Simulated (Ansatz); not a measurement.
## Stretch profile

CH₅O₂ (SMILES OC[OH2+]) (charge +1), singlet, at its PBE0-D4/def2-TZVP minimum:

```json
{"atom": "O1", "x (Å)": "-1.2208", "y (Å)": "0.7197", "z (Å)": "-0.0775"}
{"atom": "C2", "x (Å)": "0.0342", "y (Å)": "0.4927", "z (Å)": "-0.3536"}
{"atom": "O3", "x (Å)": "0.4510", "y (Å)": "-0.8853", "z (Å)": "0.4922"}
{"atom": "H4", "x (Å)": "-1.8336", "y (Å)": "0.2486", "z (Å)": "-0.6609"}
{"atom": "H5", "x (Å)": "0.2965", "y (Å)": "0.1485", "z (Å)": "-1.3530"}
{"atom": "H6", "x (Å)": "0.6950", "y (Å)": "1.2345", "z (Å)": "0.0880"}
{"atom": "H7", "x (Å)": "0.1908", "y (Å)": "-0.8135", "z (Å)": "1.4272"}
{"atom": "H8", "x (Å)": "1.3868", "y (Å)": "-1.1452", "z (Å)": "0.4375"}
```

The bond length C2–O3 (1.670 Å at the minimum) is set to the values below, the two halves moving rigidly along the bond. Each method's energies count from its own value at the PBE0-D4 minimum structure. Computed with Ansatz 0.2.0 (basis: def2-TZVPP); correlated methods freeze the cores. B3LYP uses VWN-RPA correlation.

CCSD(T) energies along the scan:
```
bond length (Å)  CCSD(T) (kJ/mol)
          1.469              24.8
          1.528              11.0
          1.613               1.6
          1.712               0.4
          1.822               5.9
          1.941              15.9
          2.067              28.2
          2.199              41.5
          2.338              54.7
```
They count from the CCSD(T) energy at the PBE0-D4 minimum.

Minimum and curvature along this coordinate at CCSD(T): A fifth-order fit through the nearest points gives 1.675 Å, with a curvature of about 7.6 eV/Å².

**Question.** Treat the two halves as rigid bodies and work out the harmonic wavenumber of this stretch from that curvature (ν̃ = 521.5 √(k/μ) cm⁻¹ with k in eV/Å² and μ in u).

**Answer.** The halves weigh 31.03 and 18.02 u, so μ = 31.03 × 18.02/49.05 = 11.400 u and ν̃ = 521.5 √(7.6/11.400) ≈ 430 cm⁻¹. A true normal mode mixes in other motions, so this is a guide only.

Largest difference from the CCSD(T) curve over the scan: r2SCAN-D4 5.1; PBE0-D4 7.3; B3LYP-D4 8.9 kJ/mol. Each curve counts from its own value at the minimum.

The T1 diagnostic stays at or below 0.019.

For scale, one of the runs: CCSD(T)/def2-TZVPP, 163 basis functions, launched by `ansatz run in.yaml --threads 2 --pin off --events-out ev --progress --plain --max-ram 4352MiB`. The run took 9.5 s on 2 CPU threads (shared host), with 1.5 GiB of host memory at its peak.
